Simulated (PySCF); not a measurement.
Species: C₄H₄S.
Numbering: `[CH2:1]=[CH:2][CH:3]=[C:4]=[S:5]` (hydrogens: H6, H7 on C1; H8 on C2; H9 on C3)

Level of theory: MP2 and CCSD/aug-cc-pVDZ in PySCF, restricted Hartree–Fock reference, frozen core, non-relativistic, gas phase, PBE0-D3(BJ)/def2-SVP geometry.

E(HF) = -551.27938 Eh.

Problem. How large is the problem?

Solution. 155 basis functions and 44 electrons; 9 orbitals frozen, which leaves o = 13 correlated occupied and v = 133 virtual orbitals. That is o·v = 1729 singles and o·v(o·v + 1)/2 = 1495585 distinct closed-shell doubles amplitudes before symmetry; the costliest CCSD step grows as o²v⁴ = 5.3 × 10^10.

Problem. What are the MP2 and CCSD correlation energies?

Solution. MP2 -0.6770 Eh and CCSD -0.7162 Eh, which gives totals of -551.95640 and -551.99556 Eh. That is 0.750 eV for each correlated electron at CCSD (1880 kJ/mol in all, 0.130 % of the total energy); MP2 gives 94.5 % of the CCSD value.

Problem. What is the T1 diagnostic?

Solution. 0.0161, below the customary warning level of 0.02. It is the norm of the spatial-orbital singles amplitudes over the root of the number of correlated electrons, so the norm is 0.082.

Problem. How does correlation change the dipole moment?

Solution. HF gives 1.40 D and CCSD (unrelaxed density) 0.67 D, a change of -0.73 D; the two vectors are 6° apart.

No triples correction and no basis-set extrapolation were made.

Conformer computed: `[CH2:1]=[CH:2][CH:3]=[C:4]=[S:5]`: C1–C2–C3–C4 180°.

One conformer stands for the species.
